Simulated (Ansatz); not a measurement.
**Bulk modulus of some bcc solids**

Method: BLYP in Ansatz (plane waves, PAW). References are measured values corrected to a static lattice.

Values in GPa.

```csv
solid,reference,BLYP,error (%)
bcc Ta,198,181,-8.6
bcc K,3.75,?,?
bcc Cs,2.11 (2.11–2.35),1.61,-24
bcc Mo,265 (265–278),234,-11.7
bcc W,312 (300–328),274,-12.2
bcc V,161,169,+5.0
bcc Fe,174,165,-5.2
```

Problem. Estimate the withheld BLYP value.

Solution. The errors of the other rows run from -24 % to +5.0 %, with a median of -10.1 %; carried to the reference 3.75 it gives 3.37 GPa. The run gives 3.16 GPa (-15.7 %), -6.2 % from the estimate; the row was drawn at random, and such an estimate is rough. Over these 7 solids the mean error is -10.3 %, the mean absolute error 11.7 % (median 11.7 %), and the worst case bcc Cs at -24 %; the value is below the reference in 6 of 7 cases.

All these references are brought to a static lattice.

Spin–orbit coupling is left out, also for the solids with elements from indium on (bcc Ta, bcc Cs, bcc W); its size isn't shown.

Brackets give the range of the sources taken for a reference, where it is wide; it can hold other temperatures.

Differences are worked out from the printed values.

Each level is taken at its own relaxed cell. Ansatz's density-functional and Hartree–Fock values are scalar-relativistic unless marked +SOC, with PAW data made under PBE.

Ansatz's runs of these crystals have no spin polarisation, but for bcc Fe.

Density-functional runs with spin start from parallel moments for bcc Fe.

Not in this set, of the bcc solids with a reference value in our tables and a result at some level: 4 for no value at BLYP (not run, a failed fit, an unstable or unbound cell, or a value held back for tests); 2 for sources at odds. These can be a level's best or worst cases. Solids without a released value at any level aren't counted. Layered and molecular crystals are counted apart. The metals Ce to Yb are counted apart.

References as tabulated in Levämäki et al. (2014), arXiv:1402.3671; doi:10.1021/acs.jctc.3c00612.

Ansatz is a program for electronic structure.
